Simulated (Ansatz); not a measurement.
Two shapes of doublet CH₃O.

Shape 1:

```xyz
5

C     0.0811   -0.0141   -0.6705
O     0.0237   -0.0937    0.6556
H    -0.0319    0.8123    1.0183
H     0.0846   -1.0133   -1.1106
H    -0.4309    0.8418   -1.2370
```

Shape 2:

```xyz
5

C     0.0358   -0.0369   -0.6229
O     0.0202   -0.0440    0.6215
H    -0.0345    0.7887    0.9175
H     0.0387   -0.9525   -1.0351
H    -0.3804    0.7370   -1.1167
```

Basis set: 6-31G* (spherical functions). Left uncorrelated: 2 orbitals. Charge 0, multiplicity 2.

Computed with Ansatz (development build ahead of 0.2.0); each method stands on the lowest determinant of its kind that the runs found.

(1) Which shape is lower in energy, and by how much in each method?

## Answers

(1)

```tsv
method	E(2) − E(1) (eV)
UHF	0.590
UHF-MP2	0.842
```

Shape 1 is lower.
